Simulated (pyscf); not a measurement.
PySCF, gas phase, ωB97X-D3(BJ)/def2-SVP geometries.

**Question.** For the elementary gas-phase step F–GeH₂–GeH₃ (SMILES [F][GeH2][GeH3]) + H₂ (SMILES [H][H]) → H₃Ge–GeH₃ (SMILES [GeH3][GeH3]) + HF (SMILES F) (singlet surface; F–Ge, H–H broken, Ge–H, F–H formed), what barrier and reaction energy does ωB97M-D3(BJ)/def2-TZVP give, measured from the separated reactants?

**Answer.** ΔE‡ = 1.97 eV, ΔE = +0.35 eV. Zero-point energy shifts the barrier by +0.10 eV. It is a four-centre exchange, with an imaginary mode of 1190i cm⁻¹. At the saddle there is also a short Ge–H contact that neither side keeps. One saddle was located; it need not be the lowest between these sides. Elements up to Kr have no core potential and no relativistic terms here.
